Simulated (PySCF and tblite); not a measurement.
The numbers below are computed, except where a source is named.
C₆H₁₄, numbered as in [CH3:1][CH2:2][CH2:3][CH2:4][CH2:5][CH3:6].

First level. Search: ETKDG, MMFF94s, GFN2-xTB, 150 starts; geometries at GFN2-xTB. Free energies are PBE0-D3(BJ)/pcSseg-1 single points with GFN2-xTB rigid-rotor and vibrational terms (plain harmonic). Symmetry numbers and mirror images are counted. Conformers within 4 kcal/mol (GFN2-xTB free energy) were kept, 10 at most. GIAO shieldings: PBE0/pcSseg-1. Shifts are against TMS (¹H), TMS (¹³C) at the same level. Codes: tblite and PySCF.

It gives, at 298.15 K, with 10 conformers (largest weight 32 %): ¹H: 1.36 (H2/H5, 4H), 1.30 (H3/H4, 4H), 1.02 (H1/H6, 6H) ppm. ¹³C: 35.4 (C3/C4), 26.8 (C2/C5), 16.4 (C1/C6) ppm.

Second level: GFN2-xTB geometries, energies TPSS-D3(BJ)/6-311G** (IEF-PCM, cyclohexane), shieldings mPW1PW91/pcSseg-1 (IEF-PCM, cyclohexane), SCF tolerance 1e-06, on up to 4 of the same conformers.

How do the averaged shifts change?


| signal | first | second | change (ppm) |
| --- | --- | --- | --- |
| H1/H6 | 1.02 | 1.02 | 0.00 |
| H2/H5 | 1.36 | 1.33 | -0.03 |
| H3/H4 | 1.30 | 1.28 | -0.02 |
| C1/C6 | 16.4 | 16.8 | 0.5 |
| C2/C5 | 26.8 | 27.1 | 0.3 |
| C3/C4 | 35.4 | 36.0 | 0.6 |

The largest weight becomes 39 %.

Shifts are unscaled: against experiment ¹³C can be off by 15 ppm or more and ¹H by 0.8 ppm.
